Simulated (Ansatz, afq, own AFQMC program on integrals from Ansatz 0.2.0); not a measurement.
AFQMC on a folder of integrals that Ansatz 0.2.0 wrote.

```yaml
crystal:
  periodic: [false, false, false]
  atoms:
    - {symbol: O, position_ang: [0.000000, 0.000000, 0.597913]}
    - {symbol: C, position_ang: [0.000000, 0.000000, -0.597504]}
    - {symbol: H, position_ang: [0.000000, -0.940035, -1.185490]}
    - {symbol: H, position_ang: [0.000000, 0.940035, -1.185490]}
basis:
  gaussian: {orbitals: cc-pVDZ}
magnetization: {spin_polarized: false}
correlation: {method: ccsd_t, electrons: outside_noble_gas, hamiltonian_folder: ham}
```

```sh
$ ansatz run in.yaml --threads 1 --pin off --events-out ev --progress --plain --max-ram 16896MiB --backend cuda --devices 0, --max-vram 18GiB
```

Options of the walk:

```
--method phaseless --trial hf --walkers 4000 --populations 20 --least-time 40 --time-step 0.005 --steps-per-block 20 --equilibration-blocks 112 --max-blocks 4000 --target-error 0.001050 --factor-cut 1e-05 --seed 583 --taylor-order 6
```

Times are imaginary, in 1/Eh. The walk had a cap of 49 s. With eight or more populations the least sampling time is a fifth of least-time, and the error comes from their spread.

```
orbitals 36  electrons 6 6  factors 279 of 344
reference energy -113.87680435 Eh
CCSD correlation -0.33158799 Eh in 10 cycles, weight of the determinant in the CISD state 0.8924
energy of the start -113.876804 Eh
 block  time / (1/Eh)  mean weight  energy / Eh
     1     0.100  1.0020  -113.979433
     2     0.200  1.0028  -114.047075
     3     0.300  1.0028  -114.090859
     4     0.400  1.0024  -114.123189
     5     0.500  1.0024  -114.142705
    10     1.000  1.0007  -114.185840
    43     4.300  0.9999  -114.223584
    78     7.800  0.9997  -114.222019
   113    11.300  1.0000  -114.220322
   127    12.700  1.0001  -114.240053
   148    14.800  0.9998  -114.227312
   183    18.300  1.0002  -114.215363
   218    21.800  0.9999  -114.216955
   246    24.600  0.9998  -114.208810
   253    25.300  1.0003  -114.217592
   288    28.800  1.0001  -114.229845
error from the spread of 20 populations
energy -114.221772 +/- 0.001022 Eh
(rows thinned)
```

(1) Estimate how long the walk took on 1 × NVIDIA H100 80GB HBM3 with 2 threads of AMD EPYC 7R13 Processor (Zen 3), on a shared host (the card was shared).

The run passed its tests (sampling time, drift between the halves within three errors, error under three times the target), which doesn't prove that it has relaxed.

Against this walk (error 27.8 meV) on the same determinant: CCSD(T) 98.4 meV higher, CCSDT(Q) 58.3 meV higher, CCSDTQ 61.7 meV higher, a separate phaseless walk with a CISD trial and standard settings 59.6 ± 28.3 meV higher. The error is statistical and leaves out the bias of the constraint.

Cautions: constraint bias not in the error.

## Answers

(1) 13 s of wall time.

CCSDT and higher add their correlation energy to the determinant of the CCSD(T) run, since their own runs factorise the integrals more tightly (a shift of under 2 meV). A walk keeps the symmetry of its determinant, which the program's search chose and which needn't be the lowest solution, so a lower state of the same spin and another symmetry isn't excluded.
